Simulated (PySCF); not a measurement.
## Orbital picture of ClF

r²SCAN at R = 1.624 Å; basis Cl x2c-TZVPPall, F x2c-TZVPPall; spin-free X2C with a Gaussian nucleus; PySCF 2.14. State: ¹Σ⁺ (singlet), closed shell. Only the outer orbitals are listed, counted within each symmetry.

| orbital | occ. | ε (eV) | on Cl (%) | main shells (%) |
| --- | --- | --- | --- | --- |
| 5σ | 2 | -32.93 | 12 | 86 F s |
| 6σ | 2 | -21.80 | 83 | 83 Cl s, 9 F s |
| 7σ | 2 | -14.00 | 42 | 55 F p, 33 Cl p, 8 Cl s |
| 2π | 2 | -12.23 | 25 | 75 F p, 23 Cl p |
| 2π | 2 | -12.23 | 25 | 75 F p, 23 Cl p |
| 3π | 2 | -8.11 | 78 | 77 Cl p, 22 F p |
| 3π | 2 | -8.11 | 78 | 77 Cl p, 22 F p |
| 8σ | 0 | -4.10 | 78 | 69 Cl p, 25 F p |
| 4π | 0 | 9.46 | 95 | 68 Cl d, 26 Cl p |
| 4π | 0 | 9.46 | 95 | 68 Cl d, 26 Cl p |

Problem. Which are the highest filled and the lowest empty level, where do they sit, and how wide is the gap?

Solution. Highest filled 3π at -8.11 eV (in %: 77 Cl p, 22 F p); lowest empty 8σ at -4.10 eV (in %: 69 Cl p, 25 F p); the gap at r²SCAN is 4.01 eV.

- bond order (Mayer): 0.98
- ⟨S²⟩: 0.000
- charge on Cl (Mulliken, basis-dependent): 0.15
- charge on Cl (Löwdin, basis-dependent): 0.21
- dipole moment (positive dipole means Cl(−)F(+)): -0.82 D
